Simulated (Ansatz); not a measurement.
# A barrier at the coupled-cluster level

Start structure (BSiH7O, closed shell), relaxed at PBE0-D4/def2-TZVP:

```
10
angstrom
B -0.8266 0.4876 -1.0540
H -0.0794 1.1136 -1.7668
H -0.7409 -0.7184 -1.2009
H -1.9544 0.8976 -0.9738
H 0.1550 1.5163 0.6568
O -0.1904 0.6410 0.4649
Si 0.7273 -0.7329 0.8618
H 1.4310 -0.3462 2.1123
H -0.2261 -1.8288 1.1036
H 1.7047 -1.0298 -0.2039
```

The step: SiH₄O ([OH][SiH3]) + BH₃ → BSiH₅O ([BH2][O][SiH3]) + H₂; bonds formed: H2–H5; dative contacts that become bonds: B1–O6; bonds broken: B1–H2, H5–O6. Computed with Ansatz 0.2.0 (basis: def2-TZVPP and def2-QZVPP); correlated methods freeze the cores. Extrapolation: Hartree–Fock as exp(−7.88 √X), correlation as X^−2.97. Energies below are by CCSD(T) at an estimated basis limit (MP2 extrapolated from triple and quadruple zeta, plus CCSD(T) − MP2 in triple zeta).

Q: What are the electronic barrier and the energy of the step, from the start structure to the end structure? (To be estimated.)

A: Computed: Barrier 96.5 kJ/mol; step energy -67.8 kJ/mol (downhill); reverse barrier, their difference, 164.4 kJ/mol. Barrier and step energy count from the start structure, the reverse barrier from the end structure.

The saddle point: One imaginary mode of 1344i cm⁻¹.
| pair | start (Å) | saddle (Å) | end (Å) |
| --- | --- | --- | --- |
| B1–O6 | 1.65 | 1.59 | 1.35 |
| H2–H5 | 2.47 | 1.04 | 0.75 |
| B1–H2 | 1.21 | 1.32 | 3.26 |
| H5–O6 | 0.96 | 1.23 | 3.41 |

Zero-point energy (harmonic, PBE0-D4): ZPE is 186.8 kJ/mol at the start and 175.5 kJ/mol at the saddle, so the barrier goes from 96.5 to 85.3 kJ/mol.

First-order rate constant out of the start structure at 498 K by transition-state theory, with harmonic vibrational free energies alone and no tunnelling: ΔA‡ = 87.2 kJ/mol, so k = (kB T/h) exp(−ΔA‡/kB T) ≈ 10^4 s⁻¹ (an order of magnitude at best: rotation, the number of equivalent paths and anharmonicity are left out).

The T1 diagnostic stays at or below 0.013.

The step is the kind of ligand exchange by which a precursor binds to a hydroxyl group, or is hydrolysed, in atomic layer deposition of oxides.

Labels in which every atom is bracketed show which atoms are joined, not bond orders.

For scale, one of the runs: CCSD(T)/def2-TZVPP, 202 basis functions, launched by `ansatz run in.yaml --threads 2 --pin off --events-out ev --progress --plain --max-ram 4352MiB`. Hardware: 2 CPU threads of an Arm Neoverse V2, shared host. Wall time 45 s; peak host memory 2.5 GiB.
